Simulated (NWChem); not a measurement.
Program: NWChem. System: thiophene (C$_{4}$H$_{4}$S), charge 0, spin multiplicity 1, at a geometry optimised with B3LYP/def2-SVP. Level: RHF/def2-TZVP.

Job file:

```
start mol
memory heap 200 mb stack 900 mb global 1100 mb
geometry units angstroms nocenter noautoz
  C     -0.714857     0.000000     1.274516
  C      0.714857     0.000000     1.274516
  C      1.241839     0.000000     0.007397
  S      0.000000     0.000000    -1.197907
  C     -1.241839     0.000000     0.007397
  H     -1.325732     0.000000     2.178834
  H      1.325732     0.000000     2.178834
  H      2.290433     0.000000    -0.287055
  H     -2.290433     0.000000    -0.287055
  symmetry group C2v
end
basis spherical
  * library def2-tzvp
end
scf
  rhf
  nopen 0
  maxiter 100
  thresh 1e-7
  semidirect memsize 60000000 filesize 0
end
task scf energy
```

Output (cleaned and shortened):

```
             Northwest Computational Chemistry Package (NWChem) 7.3.0
             --------------------------------------------------------

                                NWChem Input Module
                                -------------------

 Scaling coordinates for geometry "geometry" by  1.889725989
 (inverse scale =  0.529177249)

 Turning off AUTOSYM since
 SYMMETRY directive was detected!

                             Geometry "geometry" -> ""
                             -------------------------

 Output coordinates in angstroms (scale by  1.889725989 to convert to a.u.)

  No.       Tag          Charge          X              Y              Z
 ---- ---------------- ---------- -------------- -------------- --------------
    1 C                    6.0000    -0.71485700     0.00000000     1.27451600
    2 C                    6.0000     0.71485700     0.00000000     1.27451600
    3 C                    6.0000     1.24183900     0.00000000     0.00739700
    4 S                   16.0000     0.00000000     0.00000000    -1.19790700
    5 C                    6.0000    -1.24183900     0.00000000     0.00739700
    6 H                    1.0000    -1.32573200     0.00000000     2.17883400
    7 H                    1.0000     1.32573200     0.00000000     2.17883400
    8 H                    1.0000     2.29043300     0.00000000    -0.28705500
    9 H                    1.0000    -2.29043300     0.00000000    -0.28705500

 Effective nuclear repulsion energy (a.u.)     201.6176944973

            Nuclear Dipole moment (a.u.)
            ----------------------------
        X                 Y               Z
 ---------------- ---------------- ----------------
     0.0000000000     0.0000000000     0.0000037795

      Symmetry information
      --------------------

 Group name             C2v
 Group number             16
 Group order               4
 No. of unique centers     5

      Symmetry unique atoms

     1    3    4    6    8


 Summary of "ao basis" -> "" (spherical)
 ------------------------------------------------------------------------------
       Tag                 Description            Shells   Functions and Types
[...]
   Bfn.  Coefficient  Atom+Function         Bfn.  Coefficient  Atom+Function
  ----- ------------  ---------------      ----- ------------  ---------------
    75      0.602675  3 C  py               143      0.602675  5 C  py
   112     -0.576836  4 S  py                13     -0.362640  1 C  py
    44     -0.362640  2 C  py                69      0.215356  3 C  py
   137      0.215356  5 C  py                72      0.204741  3 C  py
   140      0.204741  5 C  py               109     -0.175911  4 S  py

 Vector   24  Occ=0.000000D+00  E= 1.617811D-01  Symmetry=a1
              MO Center=  8.2D-15,  2.1D-17,  1.3D+00, r^2= 1.1D+01
   Bfn.  Coefficient  Atom+Function         Bfn.  Coefficient  Atom+Function
  ----- ------------  ---------------      ----- ------------  ---------------
   164      1.799223  6 H  s                170      1.799223  7 H  s
   176      1.576856  8 H  s                182      1.576856  9 H  s
     5     -1.448658  1 C  s                 36     -1.448658  2 C  s
    74     -0.669291  3 C  px               142      0.669291  5 C  px
    67     -0.648902  3 C  s                135     -0.648902  5 C  s

 Vector   25  Occ=0.000000D+00  E= 1.636639D-01  Symmetry=b1
              MO Center=  9.6D-14, -2.0D-14, -1.1D+00, r^2= 7.4D+00
   Bfn.  Coefficient  Atom+Function         Bfn.  Coefficient  Atom+Function
  ----- ------------  ---------------      ----- ------------  ---------------
    67      2.713330  3 C  s                135     -2.713330  5 C  s
   176     -2.095911  8 H  s                182      2.095911  9 H  s
   111     -1.320157  4 S  px                74      0.822052  3 C  px
   142      0.822052  5 C  px                14     -0.808257  1 C  pz
    45      0.808257  2 C  pz                66      0.659693  3 C  s

 center of mass
 --------------
 x =   0.00000000 y =   0.00000000 z =  -0.08369553

 moments of inertia (a.u.)
 ------------------
         337.237952580906           0.000000000000           0.000000000000
           0.000000000000         563.619630973461           0.000000000000
           0.000000000000           0.000000000000         226.381678392555

  Mulliken analysis of the total density
  --------------------------------------

    Atom       Charge   Shell Charges
 -----------   ------   -------------------------------------------------------
    1 C    6     6.18   0.85  1.12  0.50  0.57  0.11  1.23  1.34  0.34  0.02  0.08  0.01
    2 C    6     6.18   0.85  1.12  0.50  0.57  0.11  1.23  1.34  0.34  0.02  0.08  0.01
    3 C    6     6.18   0.85  1.12  0.49  0.62  0.07  1.20  1.36  0.35  0.02  0.08  0.01
    4 S   16    15.87   2.01  0.49  1.48  1.04  0.70  4.18  1.69  0.88  2.27  0.93  0.06  0.12  0.02
    5 C    6     6.18   0.85  1.12  0.49  0.62  0.07  1.20  1.36  0.35  0.02  0.08  0.01
    6 H    1     0.86   0.26  0.49  0.09  0.02
    7 H    1     0.86   0.26  0.49  0.09  0.02
    8 H    1     0.84   0.26  0.48  0.07  0.02
    9 H    1     0.84   0.26  0.48  0.07  0.02

       Multipole analysis of the density wrt the origin
       ------------------------------------------------

     L   x y z        total         open         nuclear
     -   - - -        -----         ----         -------
     0   0 0 0      0.000000      0.000000     44.000000

     1   1 0 0     -0.000000      0.000000      0.000000
     1   0 1 0     -0.000000      0.000000      0.000000
     1   0 0 1      0.292200      0.000000      0.000004

     2   2 0 0    -23.311399      0.000000    138.005612
     2   1 1 0     -0.000000      0.000000      0.000000
     2   1 0 1     -0.000000      0.000000      0.000000
     2   0 2 0    -30.692532      0.000000      0.000000
     2   0 1 1      0.000000      0.000000      0.000000
     2   0 0 2    -26.042476      0.000000    186.097033

 Task  times  cpu:        6.3s     wall:        6.3s

 Total times  cpu:        6.3s     wall:        6.3s
```
